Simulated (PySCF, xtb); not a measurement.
hydrogen peroxide (H₂O₂), SMILES OO.

The structure is a stationary point at PBE-D3(BJ)/def2-TZVP.

These are C-PCM-B3LYP/def2-TZVPD run with PySCF 2.14.0 values and carry that method's errors.

The values are the electrostatic part of the solvation free energy, E(continuum) − E(gas) at the gas-phase geometry, in a cavity of scaled van der Waals radii (PySCF's table); cavitation and dispersion terms are not included. In vacuum the orbital gap is 7.45 eV. The dipole moment in vacuum is 1.71 D.

Computed values in water (ε = 78.36), 1-octanol (ε = 9.86), methanol (ε = 32.61):
```tsv
solvent	ε	ΔG(elec) (kcal/mol)	dipole (D)	gap (eV)
water	78.36	-6.8	2.10	7.56
1-octanol	9.86	-6.1	2.06	7.56
methanol	32.61	-6.6	2.09	7.56
```

For comparison, GFN2-xTB/ALPB(water) (xtb, at the GFN2-xTB geometry, all terms of that model) gives -10.1 kcal/mol.
